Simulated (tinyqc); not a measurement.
Geometry optimisation on the RHF/sto-3g surface (energies and gradients from PySCF), for HF, spin multiplicity 1, step by step. Computed by tinyqc, a small Python program that keeps every step (integrals from PySCF). Settings: charge = 0, multiplicity = 1, basis = sto-3g, optimiser = sd, first Hessian = 0.6, largest step = 0.3, iteration cap = 30. Command: `OMP_NUM_THREADS=1 python tinyqc.py 26312 26313 out.jsonl` (the two numbers bound the seeds that draw the settings). One thread of a shared host (Intel(R) Xeon(R) Processor @ 2.60GHz), about 1 s of CPU time with the checks.

## Step 1: energy and gradient

positions at the start (bohr):
```
          x        y        z
1F  0.00000  0.00000  0.00000
2H  0.00000  0.00000  1.58926
```

Self-consistent energy and analytic gradient at these positions.

energy = -98.5514198 hartree

gradient (hartree/bohr):
```
            x          y           z
1F  0.0000000  0.0000000   0.2223942
2H  0.0000000  0.0000000  -0.2223942
```

## Step 1: move

Steepest descent, p = -g / 0.6; steps longer than 0.3 bohr are cut back (factor 0.572 here).

positions after step 1 (bohr):
```
          x        y         z
1F  0.00000  0.00000  -0.21213
2H  0.00000  0.00000   1.80139
```

## Step 2: energy and gradient

As before.

energy = -98.5601046 hartree

gradient (hartree/bohr):
```
            x          y           z
1F  0.0000000  0.0000000  -0.1102621
2H  0.0000000  0.0000000   0.1102621
```

## Step 2: move

Steepest descent, p = -g / 0.6; steps longer than 0.3 bohr are cut back.

positions after step 2 (bohr):
```
          x        y         z
1F  0.00000  0.00000  -0.02836
2H  0.00000  0.00000   1.61762
```

## Step 3: energy and gradient

As before.

energy = -98.5619004 hartree

gradient (hartree/bohr):
```
            x          y           z
1F  0.0000000  0.0000000   0.1492562
2H  0.0000000  0.0000000  -0.1492562
```

## Step 3: move

Steepest descent, p = -g / 0.6; steps longer than 0.3 bohr are cut back (factor 0.853 here).

positions after step 3 (bohr):
```
          x        y         z
1F  0.00000  0.00000  -0.24049
2H  0.00000  0.00000   1.82975
```

## Convergence

Stop when the largest gradient component is below 3e-5 hartree/bohr.

Course of the optimisation:
```
step  E (hartree)  largest gradient (hartree/bohr)
1     -98.5514198                         2.22e-01
2     -98.5601046                         1.10e-01
3     -98.5619004                         1.49e-01
4     -98.5532936                         1.29e-01
5     -98.5619004                         1.49e-01
6     -98.5532936                         1.29e-01
7     -98.5619004                         1.49e-01
8     -98.5532936                         1.29e-01
9     -98.5619004                         1.49e-01
10    -98.5532936                         1.29e-01
11    -98.5619004                         1.49e-01
12    -98.5532936                         1.29e-01
13    -98.5619004                         1.49e-01
14    -98.5532936                         1.29e-01
15    -98.5619004                         1.49e-01
16    -98.5532936                         1.29e-01
17    -98.5619004                         1.49e-01
18    -98.5532936                         1.29e-01
19    -98.5619004                         1.49e-01
20    -98.5532936                         1.29e-01
21    -98.5619004                         1.49e-01
22    -98.5532936                         1.29e-01
23    -98.5619004                         1.49e-01
24    -98.5532936                         1.29e-01
25    -98.5619004                         1.49e-01
26    -98.5532936                         1.29e-01
27    -98.5619004                         1.49e-01
28    -98.5532936                         1.29e-01
29    -98.5619004                         1.49e-01
30    -98.5532936                         1.29e-01
```

Distances after the last move, whose energy is not in the table (angstrom):
```
pair   distance
2H-1F   0.87102
```

Not converged within 30 steps: the energy rises at some steps, so steps overshoot. Reruns: method bfgs, first Hessian 0.6, largest step 0.3: converged in 7 (E = -98.57285).
